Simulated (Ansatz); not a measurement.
**PH (triplet): from Hartree-Fock to the top rungs, def2-QZVPP**

An exercise on one series of results from a longer session: the logs are not shown, and one member is left open.

The runs use Ansatz 0.2.0, Gaussian basis; def2-QZVPP, core rule «outside noble gas», up to 5 orbitals frozen.

The runs, in order: UHF; ROHF; CCSD(T) on UHF.

2 further runs of the same task are left out: 2 set aside as unsound or not needed.

## The geometry

The geometry is a PBE0/def2-TZVP stationary point (not a proven minimum) of the parent state, kept for this charge and spin.

2 atoms, charge 0, spin multiplicity 3.

Atoms are counted from 1 here; the program's logs count them from 0.

Bond lengths: P1–H2 1.427 Å.

Coordinates:

```xyz
2

P     0.0000    0.0000    0.0000
H     0.0000    0.0000    1.4274
```

The first run:

Contents of in.yaml:

```yaml
crystal:
  periodic: [false, false, false]
  atoms:
    - {symbol: P, position_ang: [0.000000, 0.000000, 0.000000]}
    - {symbol: H, position_ang: [0.000000, 0.000000, 1.427400]}
basis:
  gaussian: {orbitals: "def2-QZVPP.json"}
magnetization: {spin_polarized: true, initial_magnetization: 2}
hamiltonian: {xc: hf}
output: {orbitals: {seedname: orbitals}}
```

Started as:

```
$ ansatz run in.yaml --threads 1 --pin off --events-out ev --progress --plain --max-ram 2393MiB
```

Steps of the session up to this table: UHF; ROHF; CCSD(T) on UHF.

One table of the session follows, with a row left open; its other results are not shown here.

```
  method  from UCCSD(T) (meV)
    ROHF              +4074.0
     UHF              +3872.2
    UMP2                    ?
   UCCSD               +144.1
UCCSD(T)                    0
```

Estimate the missing values for UMP2.

The run gave: from UCCSD(T) (meV): +751.0. In the column «from UCCSD(T) (meV)» it lies between UCCSD (+144.1) and UHF (+3872.2).
